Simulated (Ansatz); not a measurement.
Compare A (`C=C/C(F)=C\F`) with its isomer B (`F[C@@H]1C=C[C@H]1F`).

Gas-phase electronic energies from Ansatz, PBE0-D4/def2-TZVP geometries. CCSD(T)/CBS is the MP2 limit (def2-TZVPP, def2-QZVPP) plus CCSD(T) − MP2 in def2-TZVPP, frozen cores. DFT in def2-TZVPP. B3LYP here is the variant with VWN-RPA as its local correlation; programs differ in this. Each species was taken in one conformer, which may not be the lowest.

Problem. Which is lower in electronic energy at CCSD(T)/CBS, and by how much? (Estimate.)

Solution. The calculation gave: A, by 16.5 kJ/mol.

Problem. Give E(B) − E(A) in kJ/mol with CCSD/def2-TZVPP, B3LYP-D4, BLYP-D4, PBE-D4, r2SCAN-D4, PBE0-D4, B2PLYP. (An estimate is asked.)

Solution. The calculation gave: CCSD/def2-TZVPP 16.4, B3LYP-D4 37.8, BLYP-D4 49.2, PBE-D4 26.2, r2SCAN-D4 31.0, PBE0-D4 13.9, B2PLYP 28.9. None reverses the order clearly.

Problem. Does the order hold for the free energy at 298.15 K (harmonic terms from PBE0-D4)? (Best estimate.)

Solution. The calculation gave: Yes: G(B) − G(A) = +24.4 kJ/mol, for one conformer each.

Largest T1 diagnostic: 0.012.

From BLYP to BHLYP (50 % exact exchange), in def2-TZVPP and without D4, E(B) − E(A) moves by −23.5 kJ/mol. In def2-TZVPP, CCSD(T) changes the Hartree–Fock value by −5.1 kJ/mol (the triples alone add +2.6 kJ/mol) and MP2 by −14.0 kJ/mol.
